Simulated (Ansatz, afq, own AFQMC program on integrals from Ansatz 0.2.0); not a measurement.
# CHAl, singlet in 6-31G, levels against full CI

```xyz
3

Al    0.0000    0.0337    0.6210
C     0.0000   -0.1249   -1.2226
H     0.0000    0.5868   -2.0559
```

Connectivity, by distances: Al–CH.

Basis 6-31G. Noble-gas cores (and the filled d shells of Ga–Kr and In–Xe) are frozen. Integrals, coupled cluster, full CI and functionals: Ansatz 0.2.0; the random walks run on the same integrals in our own AFQMC program. The CISD trial takes its coefficients from CCSD amplitudes. Released means that phaseless walkers are propagated on without the constraint, phases kept. Uncertainties: one standard error, sampling alone.

Determinant: RHF, the one that the program's search chose, which needn't be the lowest solution. The geometry is a PBE0/def2-TZVP stationary point of this or a neighbouring charge and spin state.

Full CI on the same integrals is exact in this basis and with this determinant's frozen core.

Cautions: higher spins were not checked; restricted determinant unstable towards unrestricted (UHF 1.45 eV lower, ⟨S²⟩ 1.17); the search met a lower determinant of the same kind, perhaps of another symmetry (58 meV lower), and this one is a saddle point; strong correlation (T1 0.128, weight of the determinant 0.63, largest double 0.17); (T) is large, 8 % of the CCSD correlation; the released energies are still falling, so no released level is given (meV from the phaseless value at times in 1/Eh: -14 ± 14 at 0.24, -34 ± 15 at 0.51, -53 ± 12 at 0.99, -61 ± 15 at 1.62, -76 ± 15 at 2.40); CCSDTQ on the UHF determinant differs (757 meV lower), perhaps since the unrestricted series falls towards higher spin.

The T1 diagnostic is 0.1276, the weight of the determinant in the CISD state is 0.627 and the size of the correlated space is 8 electrons in 18 orbitals.

```json
{"level": "MP2", "correlation energy (eV)": "-2.7252"}
{"level": "CCSD", "correlation energy (eV)": "-3.9478"}
{"level": "CCSD(T)", "correlation energy (eV)": "-4.2534"}
```

(1) Estimate where full CI lies against CCSD(T) on the same integrals.

(1) 5.5 kJ/mol below CCSD(T).

Reference: full CI, correlation energy -4.311 eV. The cautions show a poor starting determinant, so the rows tell how each method copes with it here, and full CI is the sure value.

```
        level  E − E(reference) (kJ/mol)  share of correlation (%)
      CCSD(T)                        5.5                     98.67
        CCSDT                        3.2                     99.24
     CCSDT(Q)                       -4.3                    101.03
       CCSDTQ                        0.3                     99.94
ph-AFQMC/CISD                 14.8 ± 1.2                     96.44
```

CCSDT and higher add their correlation energy to the determinant of the CCSD(T) run, since their own runs factorise the integrals more tightly (a shift of under 2 meV). A walk keeps the symmetry of its determinant, which the program's search chose and which needn't be the lowest solution, so a lower state of the same spin and another symmetry isn't excluded.
